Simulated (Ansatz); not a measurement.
```json
{"atom": "N", "x (Å)": "0.0000", "y (Å)": "0.0000", "z (Å)": "0.0000"}
{"atom": "N", "x (Å)": "0.0000", "y (Å)": "0.0000", "z (Å)": "1.0980"}
```

Basis set: cc-pVDZ (spherical functions). Correlated methods keep 2 orbitals frozen. Charge 0, multiplicity 1.

Computed with Ansatz (development build ahead of 0.2.0); each method stands on the lowest determinant of its kind that the runs found. Restricted open shells among the atoms or ions are ROHF, correlated in semicanonical orbitals with singles.

**Question.** Give the atomization energy at this shape (free ground-state atoms in the same class of orbitals less the molecule, no zero-point energy) of singlet N₂ by RHF-CCSD(T), RHF-CCSD.

**Answer.**

| method | atomization energy |
| --- | --- |
| RHF-CCSD(T) | 8.66 eV |
| RHF-CCSD | 8.38 eV |

Caution: no unrestricted run beside it, a lower state can exist.
